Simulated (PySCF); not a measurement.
ethylamine cation (C2H7N), SMILES C(C)N (connectivity only; charge and spin as stated), charge +1, multiplicity 2. Atoms are numbered in the order given.

```xyz
10

C     -0.2256     1.2591     0.0000
C      0.5304    -0.0482     0.0000
N     -0.2749    -1.2081     0.0000
H      0.4863     2.0826     0.0000
H     -0.8498     1.3547    -0.8895
H     -0.8498     1.3547     0.8895
H      1.2324    -0.1528     0.8553
H      1.2324    -0.1528    -0.8553
H      0.1377    -2.1403     0.0000
H     -1.2936    -1.1548     0.0000
```
Charge +1, spin multiplicity 2.

Geometry: B3LYP-D3(BJ)/def2-TZVP. The multiplicity is an assumed one; other spin states were not compared. One conformer was computed; it need not be the lowest.

Calculation: PySCF with PBE0/pcH-1.

Unrestricted Kohn–Sham, ⟨S²⟩ = 0.755. Hyperfine tensors hold the contact and dipolar terms, without spin-orbit corrections.

Computed hyperfine couplings:
| nucleus | A(iso) (MHz) | A(iso) (G) | dipolar principal values (MHz) |
|---|---|---|---|
| 13C no. 1 | -2.4 | -0.8 | -1.0, -0.7, 1.6 |
| 13C no. 2 | -38.1 | -13.6 | -11.4, -5.5, 16.9 |
| 14N no. 3 | 38.9 | 13.9 | -40.9, -40.8, 81.7 |
| 1H no. 4 | -3.5 | -1.3 | -2.2, -2.1, 4.4 |
| 1H no. 5 | 10.7 | 3.8 | -3.2, -2.7, 5.9 |
| 1H no. 6 | 10.7 | 3.8 | -3.2, -2.7, 5.9 |
| 1H no. 7 | 253.8 | 90.6 | -10.7, -4.7, 15.3 |
| 1H no. 8 | 253.8 | 90.6 | -10.7, -4.7, 15.3 |
| 1H no. 9 | -65.7 | -23.4 | -46.3, -11.3, 57.6 |
| 1H no. 10 | -67.9 | -24.2 | -47.4, -10.7, 58.1 |

Question: And the g tensor (effective nuclear charges for spin-orbit coupling, GIAO)? (An estimate is asked for; the answer gives what the named calculation found.)

Answer: principal values 2.0022, 2.0040, 2.0046; isotropic 2.0036.
